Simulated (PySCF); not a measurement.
Molecule: SMILES C[C@@H]1O[C@@H]1C, C$_{4}$H$_{8}$O.

Geometry:
```json
{"atom": "C1", "x (Å)": "1.576", "y (Å)": "0.531", "z (Å)": "0.315"}
{"atom": "C2", "x (Å)": "0.752", "y (Å)": "-0.458", "z (Å)": "-0.453"}
{"atom": "O3", "x (Å)": "-0.054", "y (Å)": "0.035", "z (Å)": "-1.506"}
{"atom": "C4", "x (Å)": "-0.714", "y (Å)": "-0.549", "z (Å)": "-0.399"}
{"atom": "C5", "x (Å)": "-1.599", "y (Å)": "0.337", "z (Å)": "0.426"}
{"atom": "H6", "x (Å)": "2.444", "y (Å)": "0.846", "z (Å)": "-0.285"}
{"atom": "H7", "x (Å)": "1.003", "y (Å)": "1.432", "z (Å)": "0.570"}
{"atom": "H8", "x (Å)": "1.957", "y (Å)": "0.079", "z (Å)": "1.244"}
{"atom": "H9", "x (Å)": "1.287", "y (Å)": "-1.387", "z (Å)": "-0.708"}
{"atom": "H10", "x (Å)": "-1.147", "y (Å)": "-1.538", "z (Å)": "-0.618"}
{"atom": "H11", "x (Å)": "-2.533", "y (Å)": "0.548", "z (Å)": "-0.118"}
{"atom": "H12", "x (Å)": "-1.120", "y (Å)": "1.299", "z (Å)": "0.652"}
{"atom": "H13", "x (Å)": "-1.866", "y (Å)": "-0.157", "z (Å)": "1.373"}
```

Geometry PBE0-D3(BJ)/def2-SVP throughout; GIAO in PySCF 2.14.0 with density-fitted response routines, gas phase, one conformer, non-relativistic; equivalent atoms averaged; functional PBE0.

For orientation, aug-cc-pVDZ gives these absolute shieldings σ: C2/C4 145.0, C1/C5 181.5, O3 296.3, H9/H10 28.67, H6/H7/H8/H11/H12/H13 30.24 ppm.

A run gave: C2/C4 140.8, C1/C5 177.1, O3 304.6, H9/H10 30.34, H6/H7/H8/H11/H12/H13 31.59 ppm (absolute shieldings σ).

**Question.** Which basis set was used in that run?
A. pcSseg-0
B. cc-pVDZ
C. cc-pVTZ
D. IGLO-III

**Answer.** A. H9/H10 tells them apart best: pcSseg-0 gives 30.34, IGLO-III gives 28.66, cc-pVTZ gives 28.62, cc-pVDZ gives 28.82 ppm.
